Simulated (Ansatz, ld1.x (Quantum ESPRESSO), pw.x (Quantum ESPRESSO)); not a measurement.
# Equation-of-state test of one TM potential (strontium)

Sr (Z = 38), norm-conserving Troullier–Martins (Kleinman–Bylander form), made with ld1.x (Quantum ESPRESSO) 7.5 (PBEsol, scalar-relativistic). Core [Kr], reference 4d0 5s2 5p0. Waves: 5s (bound): rc 3.15 bohr; 5p (bound, empty): rc 4.20 bohr; 4d (bound, empty): rc 3.60 bohr. Local part: the d channel. Core correction: Bessel-smoothed model core inside 1.45 bohr.

Atomic tests: cutoffs needed: 6 Ry and 8 Ry (the cutoffs (Ry, on a coarse ladder) from which the occupation-weighted sum of valence levels, in a spherical-Bessel basis at the reference potential, stays within 10 and 1 mRy of its value at 400 Ry) The cutoffs count occupied waves only; the empty 4d level needs 10 Ry at the loose tolerance.; ghost test: ghost state, extra bound levels that the all-electron valence spectrum of the same l lacks: s at -16.2 eV; a true bound ghost makes a file unfit for plane-wave use (spherical-Bessel basis up to 400 Ry, 20 bohr box); largest excitation error: -43 meV (all-electron minus pseudo) for 4d1 5s0 5p0, out of 7 test configurations.

Crystal test: diamond Sr in pw.x 7.5, no spin, 8³ k-points, Fermi–Dirac smearing 0.01 Ry, cutoffs 50/200 Ry. The reference is all-electron LAPW (Ansatz 0.2.0) with the same functional, mesh and smearing; V0 and B0 come from Birch–Murnaghan fits to the pressures at five volumes. Errors are pseudo minus all-electron; Δ is the rms difference of the E(V) curves that follow from these fits, minima aligned, over ±6 % about the mean V0. Mesh and smearing are coarse, so the numbers serve the comparison and aren't converged zero-temperature values; the lattice is a test structure that the element need not adopt.

All-electron: a0 = 9.339 Å (V0 = 101.82 Å³/atom), B0 = 3.0 GPa.

How far does the potential miss the all-electron equation of state?

mean pressure error (GPa): +0.39. The pressure does not cross zero within the volumes sampled, so no fit is given. The largest radius (4.20 bohr) exceeds half the bond length (3.82 bohr), so the spheres overlap, which is one possible source of error among others. This is a poor potential for the solid. Note: ghost state, extra bound levels that the all-electron valence spectrum of the same l lacks: s at -16.2 eV. A true bound ghost makes a file unfit for plane-wave use. The logarithmic derivative shows an extra or strongly shifted pseudo pole above the reference energy (p near 0.15 Ry).

```tsv
V (Å³/atom)	P all-electron (GPa)	P pseudo (GPa)
96.793	0.16	0.52
99.340	0.07	0.45
101.887	-0.00	0.38
104.434	-0.07	0.33
106.981	-0.14	0.27
```

At the middle volume, how do free energy and pressure move when the wave cutoff is lowered (ecutrho kept at four times it)?

```
cutoff (Ry)  shift of F (meV/atom)  shift of P (GPa)
         22                   +4.1             -0.04
         30                   +0.5             -0.00
         40                   +0.0             +0.00
```

The run at the middle volume (29 k-points, 21 iterations) took about 77 s on one core of a shared host (Neoverse-V1, 64 threads, 495 GiB, load 44).
